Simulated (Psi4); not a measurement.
# PBE0/6-311++G(2d,2p) (sweep point 8) run of NO2F (nitryl fluoride)

What is the vertical singlet–triplet gap of NO2F (nitryl fluoride) at PBE0/6-311++G(2d,2p) (sweep point 8)? 

The calculation is run with Psi4 1.11.

### Step 1. The molecule

NO2F: 4 atoms, total charge 0, spin state singlet. SMILES: `O=[N+]([O-])F`. Geometry: relaxed at GFN2-xTB.

Bond lengths: O1–N2 1.145 Å, N2–O3 1.145 Å. Angles: O1–N2–O3 140.2°. A long bond or contact: N2–F4 1.545 Å.

### Step 2. The energy at PBE0/6-311++G(2d,2p) (sweep point 8)

File input.dat:

```
memory 1600 mb

molecule {
  O      0.188740     0.465950     1.115660
  N      0.109710    -0.098240     0.122020
  O      0.475520    -1.064170    -0.373030
  F     -0.773970     0.696460    -0.864650
  symmetry c1
}

set {
  basis 6-311++G(2d,2p)
  puream true
  scf_type pk
  dft_radial_points 99
  dft_spherical_points 590
}

energy("pbe0")
print_variables()
```

Run with:

```sh
$ psi4 input.dat output.dat -n 1
```

output.dat:

```text
[...]
  Running in c1 symmetry.
[...]
  Nuclear repulsion =  123.467880182532227
[...]
  Multiplicity = 1
[...]
  Nalpha       = 16
  Nbeta        = 16
[...]
    Number of basis functions: 108
[...]
   @RKS iter   1:  -304.54711253052858   -1.21339e-02   6.25638e-03 ADIIS/DIIS
[...]
   @RKS iter   9:  -304.68476213983467   -3.67686e-09   5.54552e-07 DIIS
[...]
    Orbital Energies [Eh]
    ---------------------
    Doubly Occupied:
       1A    -24.785059     2A    -19.341952     3A    -19.341924
       4A    -14.740929     5A     -1.416546     6A     -1.251877
       7A     -1.208611     8A     -0.732781     9A     -0.670290
      10A     -0.667692    11A     -0.631552    12A     -0.465668
      13A     -0.438413    14A     -0.430060    15A     -0.422786
      16A     -0.393457
[...]
  @RKS Final Energy:  -304.68476213983467
   => Energetics <=
    Nuclear Repulsion Energy =            123.4678801825322267
    One-Electron Energy =                -663.9585489890670260
    Two-Electron Energy =                 261.7051736245491043
    DFT Exchange-Correlation Energy =     -25.8992669578489867
    Empirical Dispersion Energy =           0.0000000000000000
    VV10 Nonlocal Energy =                  0.0000000000000000
    Total Energy =                       -304.6847621398346746
[...]
 Multipole Moments:
 ------------------------------------------------------------------------------------
     Multipole            Electronic (a.u.)      Nuclear  (a.u.)        Total (a.u.)
 ------------------------------------------------------------------------------------
 L = 1.  Multiply by 2.5417464519 to convert [e a0] to [Debye]
 Dipole X            :         -0.4028230            0.6963496            0.2935266
 Dipole Y            :          0.3629531           -0.6266305           -0.2636775
 Dipole Z            :         -0.4505516            0.7779552            0.3274036
 Magnitude           :                                                    0.5127151
[...]
```

Run time: 19 s. Hardware: 1 thread of AMD EPYC 7R43 (Zen 3), shared host; peak memory 0.56 GiB.

### Step 3. The triplet at the same level

File calc.dat:

```
memory 1600 mb

molecule mol {
  0 3
  O      0.188740     0.465950     1.115660
  N      0.109710    -0.098240     0.122020
  O      0.475520    -1.064170    -0.373030
  F     -0.773970     0.696460    -0.864650
  symmetry c1
}

set globals {
  basis                6-311++G(2d,2p)
  reference            uks
  puream               true
  scf_type             pk
  dft_radial_points    99
  dft_spherical_points 590
  maxiter              150
}

result = energy("pbe0")
```

Run with:

```sh
$ psi4 -i calc.dat -o calc.out -n 1
```

calc.out:

```text
[...]
  Running in c1 symmetry.
[...]
  Nuclear repulsion =  123.467880182532227
[...]
  Multiplicity = 3
[...]
  Nalpha       = 17
  Nbeta        = 15
[...]
    Number of basis functions: 108
[...]
   @UKS iter   1:  -304.41449925473148    1.20479e-01   4.44470e-03 ADIIS/DIIS
[...]
   @UKS iter  11:  -304.49822675023233   -9.95279e-08   9.74116e-07 DIIS
[...]
   @S^2 Observed:                2.029106489E+00
[...]
    Orbital Energies [Eh]
    ---------------------
    Alpha Occupied:
       1A    -24.805926     2A    -19.364044     3A    -19.363974
       4A    -14.642864     5A     -1.418043     6A     -1.263739
       7A     -1.222525     8A     -0.745781     9A     -0.685015
      10A     -0.680323    11A     -0.644696    12A     -0.507399
      13A     -0.471408    14A     -0.455273    15A     -0.451133
      16A     -0.442625    17A     -0.208071
    Alpha Virtual:
      18A     -0.060461    19A      0.036317    20A      0.080475
      21A      0.090235    22A      0.097076    23A      0.166907
      24A      0.186059    25A      0.188742    26A      0.211736
[...]
  @UKS Final Energy:  -304.49822675023233
   => Energetics <=
    Nuclear Repulsion Energy =            123.4678801825322267
    One-Electron Energy =                -663.8918949820838407
    Two-Electron Energy =                 261.8568827354436621
    DFT Exchange-Correlation Energy =     -25.9310946861243394
    Empirical Dispersion Energy =           0.0000000000000000
    VV10 Nonlocal Energy =                  0.0000000000000000
    Total Energy =                       -304.4982267502323339
[...]
 Multipole Moments:
 ------------------------------------------------------------------------------------
     Multipole            Electronic (a.u.)      Nuclear  (a.u.)        Total (a.u.)
 ------------------------------------------------------------------------------------
 L = 1.  Multiply by 2.5417464519 to convert [e a0] to [Debye]
 Dipole X            :         -0.4533003            0.6963496            0.2430493
 Dipole Y            :          0.4082280           -0.6266305           -0.2184026
 Dipole Z            :         -0.5063306            0.7779552            0.2716246
 Magnitude           :                                                    0.4249147
[...]
```

Run time: 29 s. Hardware: 1 thread of AMD EPYC 7R43 (Zen 3), shared host; peak memory 0.57 GiB.

### Step 4. Outcome

At PBE0/6-311++G(2d,2p) (sweep point 8):

| quantity | value |
| --- | --- |
| singlet: total energy | -304.68476 Eh |
| singlet: dipole moment | 1.30 D |
| singlet: HOMO energy | -10.71 eV |
| singlet: LUMO energy | -2.59 eV |
| singlet: HOMO–LUMO gap | 8.12 eV |
| triplet: total energy | -304.49823 Eh |
| triplet: dipole moment | 1.08 D |
| triplet: HOMO energy (highest over α and β) | -5.66 eV |
| triplet: ⟨S²⟩ | 2.029 |
| vertical energy of the triplet above the singlet | 5.076 eV |

**Reading.** At this shape the triplet lies 5.08 eV (117 kcal/mol) above the singlet.
